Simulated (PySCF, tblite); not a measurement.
# LiH2O+, an ion with solvent molecules: NMR shifts, interaction energy, infrared bands, spin-spin couplings, core binding energies and electronic excitations

The task here is to estimate one member of a computed series from the others.

Computed with tblite 0.8.0 and PySCF 2.14.0; each step states its level. No surroundings beyond the atoms listed, unless a continuum is named. Atoms count from 0, parts from 1.

### The system as given

4 atoms, charge 1, multiplicity 1; geometry: rigid parts in contact. Parts: 1 = atom 0, `[Li+]`, charge 1; 2 = atoms 1–3, `O`, charge 0.

Set-up of the first run:

Job settings and geometry (Å):

```
{"job": {"kind": "dock", "xc": "GFN2-xTB", "basis": "xTB"}, "charge": 1, "multiplicity": 1, "parts": [{"atoms": "0-0", "charge": 1, "multiplicity": 1}, {"atoms": "1-3", "charge": 0, "multiplicity": 1}]}
Li     0.000000     0.000000     0.000000
O      0.235496     1.541957    -1.414544
H     -0.441913     1.596983    -2.091387
H      0.110258     2.288967    -0.826002
```

With the program's defaults for keys left out, this is: GFN2-xTB search for minima from random contacts, gas phase.

The run is started by

```
> OMP_NUM_THREADS=1 python cluster_run.py task.json out
```

This one command runs all jobs of the session in turn.

Steps of the session up to this table: Bringing the parts together with GFN2-xTB; Geometry optimisation at PBE0-D3(BJ)/def2-TZVPD; Nuclear shieldings: PBE0/pcSseg-3; Coupled-cluster interaction energy: CCSD(T) and MP2.

One table of the session follows, with a row left open; its other results are not shown here.

It belongs to the step «Coupled-cluster interaction energy: CCSD(T) and MP2». 

```
                 method  interaction energy (kcal/mol)
         HF/aug-cc-pVDZ                         -34.88
        MP2/aug-cc-pVDZ                         -32.12
       CCSD/aug-cc-pVDZ                         -32.35
    CCSD(T)/aug-cc-pVDZ                         -32.02
         HF/aug-cc-pVQZ                              ?
        MP2/aug-cc-pVQZ                         -33.45
    SCS-MP2/aug-cc-pVQZ                         -33.56
      MP2, extrapolated                         -33.57
CCSD(T), limit estimate                         -33.47
```

**Question.** Estimate the row for HF/aug-cc-pVQZ.

The run gave: interaction energy (kcal/mol): -35.95. In the column «interaction energy (kcal/mol)» it is the lowest.
